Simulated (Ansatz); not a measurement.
**BGeH3 (H-bridged), singlet along the distance B2-H5**

Starting geometry (PBE0/def2-TZVP stationary point for this spin, not checked as a minimum):

```xyz
5

Ge   -0.0022    0.0000    0.3187
B    -0.0666    0.0000   -1.6292
H     1.1607    0.0000   -1.0289
H    -0.1421   -1.0387   -2.2309
H    -0.1421    1.0387   -2.2309
```

From there H5 moves along the line of the two atoms named below, all else staying in place; atoms are numbered as listed. Energies are in kcal/mol, counted from the starting geometry at the same level.

Basis cc-pVDZ; Ansatz 0.2.0. Correlated methods freeze the noble-gas cores and the filled d shells of p-block atoms. R marks a restricted (for open shells ROHF) determinant. Active spaces: valence = (10e, 11o) chosen from the atoms' valence shells. No spin–orbit coupling is included, and no scalar relativity.

Runs in a small pair space aren't shown, since their orbitals change along the scan. A value is left out where its run failed or describes another state than the reference as far as symmetry and spin tell, or, spin-broken singlets apart, can't be checked.

Full CI isn't at hand for all of this; RCCSDTQ serves as the reference, and is uncertain by the last step of the cluster series or more.

```tsv
distance B2-H5 (Å)	RCCSDTQ	error RCCSD	error RCCSDT	error RCCSDT(Q)	error CASSCF (valence space)	error MRCISD (valence space)	error MRCISD+Q (valence space)
1.089	5.3	-0.1	0.0	0.0	0.8	0.0	0.0
1.203	0.0	0.0	0.0	0.0	0.0	0.0	0.0
1.341	3.2	0.2	0.0	0.0	-1.1	-0.1	0.0
1.635	23.8	0.7	0.0	0.0	-3.7	-0.3	0.0
2.268	66.2	3.9	0.2	-0.1	-7.4	-0.9	-0.3
3.226	–	–	–	–	–	–	–
```

Errors are those of relative energies. In total energy the starting point itself misses RCCSDTQ by: RCCSD 5.2, RCCSDT 0.3, RCCSDT(Q) 0.0, CASSCF (valence space) 78.0, MRCISD (valence space) 5.3, MRCISD+Q (valence space) 0.7 kcal/mol.

Spread of the error over the points with a reference, to 2.268 Å (largest less smallest): RCCSDT(Q) 0.1, RCCSDT 0.2, MRCISD+Q (valence space) 0.3, MRCISD (valence space) 0.9, RCCSD 4.0, CASSCF (valence space) 8.2 kcal/mol.

Going outwards, the relative energy of RCCSD first misses by more than 1.0 kcal/mol at 2.268 Å.
